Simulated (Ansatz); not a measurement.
For antifluorite Mg2Sn, PBE+SOC (plane waves, PAW; Ansatz, a first-principles code) gives:

- lattice constant a: 6.815 Å
- bulk modulus: 40.7 GPa
- band gap at the measured cell: 0.00 eV

What does HSE06 (plane waves, PAW; Ansatz) give for the same quantities?


- lattice constant a: 6.766 Å (falls by 0.7 %)
- bulk modulus: 45.4 GPa (increases by 12 %)
- band gap at the measured cell: 0.19 eV (rises by 0.19 eV)

For comparison: lattice constant a 6.766 Å (measured, temperature not stated, not corrected to a static lattice; as tabulated in Freccero, Grin, Wagner, Dalton Trans. (2023), ESI); band gap 0.36 eV (measured, temperature not stated, not corrected to a static lattice, indirect, Γ–X; as tabulated in Ryu et al. (2019), arXiv:1905.06140).

Changes are worked out from the printed values.

Unless a cell is named, each level is at its own relaxed cell (PBE+SOC 26.38, HSE06 25.81 Å³/atom).

Spin–orbit coupling is included only where a level's name says +SOC; with heavier elements it mostly lowers gaps and can invert bands. A gap of zero means that the bands touch or overlap. Density-functional gaps are differences of (generalised) Kohn–Sham levels.

Ansatz's density-functional and Hartree–Fock values are scalar-relativistic unless marked +SOC, with PAW data made under PBE.
